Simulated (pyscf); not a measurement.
Thermochemistry of product channels of H₃Si–SiH₃ (SMILES [SiH3][SiH3]) + OH• (SMILES [OH]) on the doublet surface, in eV, from ωB97M-D3(BJ)/def2-TZVP energies (ideal gas, 1 atm, RRHO with modes under 100 cm⁻¹ raised to 100, one conformer, R ln 2 for chiral ones without a mode under 150 cm⁻¹). Single points on ωB97X-D3(BJ)/def2-SVP structures (PySCF, gas phase).

```json
[
 {"products": "HO–SiH₃ (SMILES O[SiH3]) + SiH₃• (SMILES [SiH3])", "ΔE": "-2.04", "ΔH(298 K)": "-1.99", "ΔG(298 K)": "-2.06", "ΔG(1200 K)": "-2.19"},
 {"products": "HO–SiH₂• (SMILES O[SiH2]) + SiH₄ (SMILES [SiH4])", "ΔE": "-2.01", "ΔH(298 K)": "-1.95", "ΔG(298 K)": "-2.00", "ΔG(1200 K)": "-2.07"},
 {"products": "H₃Si–O–SiH₃ (SMILES [SiH3]O[SiH3]) + H• (SMILES [H])", "ΔE": "-2.39", "ΔH(298 K)": "-2.46", "ΔG(298 K)": "-2.40", "ΔG(1200 K)": "-2.26"},
 {"products": "HO–SiH₂–SiH₂• (SMILES O[SiH2][SiH2]) + H₂ (SMILES [H][H])", "ΔE": "?", "ΔH(298 K)": "-1.87", "ΔG(298 K)": "-1.87", "ΔG(1200 K)": "-1.96"},
 {"products": "HO–SiH₂–SiH₃ (SMILES O[SiH2][SiH3]) + H• (SMILES [H])", "ΔE": "-1.22", "ΔH(298 K)": "-1.26", "ΔG(298 K)": "-1.21", "ΔG(1200 K)": "-1.12"},
 {"products": "•H₂Si–SiH₃ (SMILES [SiH2][SiH3]) + H₂O (SMILES O)", "ΔE": "-1.25", "ΔH(298 K)": "-1.14", "ΔG(298 K)": "-1.23", "ΔG(1200 K)": "?"},
 {"products": "HO–SiH•–SiH₃ (SMILES O[SiH][SiH3]) + H₂ (SMILES [H][H])", "ΔE": "-1.83", "ΔH(298 K)": "-1.83", "ΔG(298 K)": "-1.84", "ΔG(1200 K)": "-1.92"},
 {"products": "SiH₂ (SMILES [SiH2]) [singlet] + SiH₃• (SMILES [SiH3]) + H₂O (SMILES O)", "ΔE": "+1.25", "ΔH(298 K)": "+1.23", "ΔG(298 K)": "+0.73", "ΔG(1200 K)": "-0.69"}
]
```

Complete the blanks.


- HO–SiH₂–SiH₂• (SMILES O[SiH2][SiH2]) + H₂ (SMILES [H][H]), ΔE: -1.86
- •H₂Si–SiH₃ (SMILES [SiH2][SiH3]) + H₂O (SMILES O), ΔG(1200 K): -1.46

The channel to SiH₂ [singlet] + SiH₃• + H₂O turns favourable between 298 and 1200 K (ΔG from +0.73 eV to -0.69 eV).

These are energies of the channels, which say nothing of barriers. HO–SiH₂–SiH₂• lies 0.97 eV over its isomer •H₂Si–O–SiH₃ (electronic energy, ωB97M-D3(BJ)/def2-TZVP). HO–SiH•–SiH₃ lies 0.99 eV over its isomer •H₂Si–O–SiH₃ (electronic energy, ωB97M-D3(BJ)/def2-TZVP). Left out: orbital degeneracy and the spin-orbit lowering of OH.
